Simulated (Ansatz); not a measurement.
Ideal-gas functions of C$_{3}$H$_{5}$N (`CC=C=N`) at 600 K and 1 bar, from an Ansatz frequency run at PBE0-D4/def2-TZVP.

Molar mass 55.08 g/mol, point group C1 (symmetry number 1), electronic degeneracy 1, moments of inertia 13.584, 114.613, 123.579 u Å². Harmonic wavenumbers (cm⁻¹, unscaled): 159, 216, 448, 567, 621, 888, 906, 1046, 1063, 1092, 1169, 1402, 1420, 1475, 1502, 2146, 3043, 3098, 3139, 3185, 3484.

Use S(trans) = R[1.5 ln M + 2.5 ln T − 1.1517]; rotational temperatures θ = 24.2544 K / I; S(rot) = R[ln(√π/σ · √(T³/θAθBθC)) + 1.5]; for each mode x = 1.438777 ν̃/T, S = R[x/(eˣ − 1) − ln(1 − e⁻ˣ)] and H = RT x/(eˣ − 1); 1 cm⁻¹ = 0.0119627 kJ/mol; R = 8.31446 J/(mol·K).

Problem. By hand: the entropy, in J/(mol·K).

Solution. Translation 173.4. Rotation: θ = 1.7855, 0.2116, 0.1963 K, giving 107.8. Vibration, mode by mode: 16.38, 13.88, 8.11, 6.37, 5.73, 3.44, 3.33, 2.55, 2.47, 2.34, 2.02, 1.30, 1.25, 1.13, 1.07, 0.30, 0.05, 0.04, 0.04, 0.03, 0.02, in all 71.9. Electronic 0.0. Sum 353.1 J/(mol·K).

Problem. By hand: H − E and G − E in kJ/mol, counted from the electronic energy.

Solution. Zero-point energy ½ × 32069 × 0.0119627 = 191.8; thermal vibration 24.6; translation, rotation and pV give 4 RT = 20.0. H − E = 236.4 kJ/mol, and G − E = 236.4 − 600 × 353.1/1000 = 24.5 kJ/mol.

Vibration gives 20 % of the entropy. The sum counts one conformer and one mirror image; others add a mixing term.
